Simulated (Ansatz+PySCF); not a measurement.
Results of a calculation; reference values are marked as such.
## PySCF 2.14.0 run

```python
from pyscf import gto, scf

mol = gto.M(atom="""
C 0.000000 0.000000 0.000000
C 1.414320 0.000000 0.000000
C -0.707160 1.224840 0.000000
C -0.707160 -1.224840 0.000000
H 1.976540 -0.936260 0.000000
H 1.976540 0.936260 0.000000
H -1.799100 1.243610 0.000000
H -0.177450 2.179870 0.000000
H -1.799100 -1.243610 0.000000
H -0.177450 -2.179870 0.000000
""", basis='cc-pvdz', charge=0, spin=0)
mf = scf.UHF(mol)
mf.kernel()
print(mf.converged, mf.e_tot, mf.spin_square()[0])
```

The script is written out from the run's settings.

Results

```yaml
Converged: yes
Total_energy: -154.75410 hartree
Spin_squared_of_the_determinant: 0.000
Cycles: 17
```

This is not the lowest solution: another run reaches a determinant 3.20 eV lower.
